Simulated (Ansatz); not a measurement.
**Worked example: the enthalpy of formation of O2 (oxygen)**

O2 has 2 atoms, charge 0, and is taken as a triplet. SMILES: `O=O`. The shape is that of a PBE0-D4/def2-TZVP optimisation.

```xyz
2

O     0.5095   -0.1648    0.2625
O    -0.5095    0.1648   -0.2625
```

Total energies at UB2PLYP/aug-cc-pVTZ, 2 core orbitals frozen (Ansatz 0.2.0); the atoms run unrestricted:

```tsv
species	state	energy (Eh)
O2	triplet	-150.296293
O	triplet	-75.051000
```

Harmonic wavenumbers at UPBE0-D4/def2-TZVP, in cm⁻¹: 1714.

Measured heats of formation of the gaseous atoms at 298.15 K, in kJ/mol: O 249.2. Spin-orbit lowering of the atoms at 298 K (mean of the ground term's levels less their thermal mean, from spectra), in kJ/mol: O 0.40. Take 1 Eh = 2625.50 kJ/mol, 1 cm⁻¹ = 0.0119627 kJ/mol, RT = 2.479 kJ/mol.

Question: Work out the heat of formation of the gas at 298 K.

Answer: 
1. Electronic atomisation energy: 2 × (-75.051000) − (-150.296293) = 0.194293 Eh = 510.1 kJ/mol.
2. Zero-point energy: half the sum of the wavenumbers, 857 cm⁻¹ = 10.3 kJ/mol.
3. Thermal vibrational enthalpy, Σ hcν̃/(exp(hcν̃/kT) − 1): 0.0 kJ/mol. Translation, rotation and pV of a linear molecule: 3.5 RT = 8.7 kJ/mol.
4. The 2 free atoms carry 5/2 RT each: 12.4 kJ/mol.
5. Spin-orbit coupling lowers the free atoms by 2 × 0.40 = 0.8 kJ/mol.
6. Atomisation enthalpy at 298 K: 510.1 − 0.8 − 10.3 − 0.0 − 8.7 + 12.4 = 502.7 kJ/mol.
7. Sum of the atoms' heats of formation: 498.4 kJ/mol. Heat of formation: 498.4 − 502.7 = -4.3 kJ/mol.

The tabulated value is 0.0 kJ/mol (by definition, as the element's standard state), so this level is off by -4.3 kJ/mol, or 0.9 % of the atomisation enthalpy that the table implies (498.5 kJ/mol). Anharmonicity and any spin-orbit splitting of the molecule are left out, and so is core correlation.
